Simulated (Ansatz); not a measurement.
Process, species as SMILES: CS (CH3-SH) + [H][H] (H2) → C (CH4) + S (H2S)
B3LYP-D3(BJ)/def2-TZVP geometries, fixed; electronic energies without zero-point terms.

The energy of full hydrogenation at MP2 with Ansatz (a quantum-chemistry and plane-wave program), in kcal/mol, split into its Hartree-Fock and correlation parts. Cores are frozen. No added dispersion term, no relativity. Functions are those of the species that has most.

```tsv
basis	X	functions	Hartree-Fock	MP2
cc-pV(D+d)Z	2	57	-24.48	-20.37
cc-pV(T+d)Z	3	125	-23.09	-19.28
cc-pV(Q+d)Z	4	239	-23.02	-18.87
cc-pV(5+d)Z	5	411	-23.01	-18.55
```

Worked estimate of the basis-set limit from each neighbouring pair, with Hartree-Fock from the larger set and the correlation part extrapolated as X^-3.
Correlation parts: X = 2: 4.11, X = 3: 3.81, X = 4: 4.15, X = 5: 4.46.
- (2,3): (27·(3.81) - 8·(4.11))/19 = 3.68; with Hartree-Fock -23.09 the estimate is -19.41 kcal/mol.
- (3,4): (64·(4.15) - 27·(3.81))/37 = 4.40; with Hartree-Fock -23.02 the estimate is -18.62 kcal/mol.
- (4,5): (125·(4.46) - 64·(4.15))/61 = 4.79; with Hartree-Fock -23.01 the estimate is -18.22 kcal/mol.
The last two estimates differ by 0.40 kcal/mol; the largest set lies 0.33 from the last. Over the last step Hartree-Fock moves by 0.01 and the correlation part by 0.31.
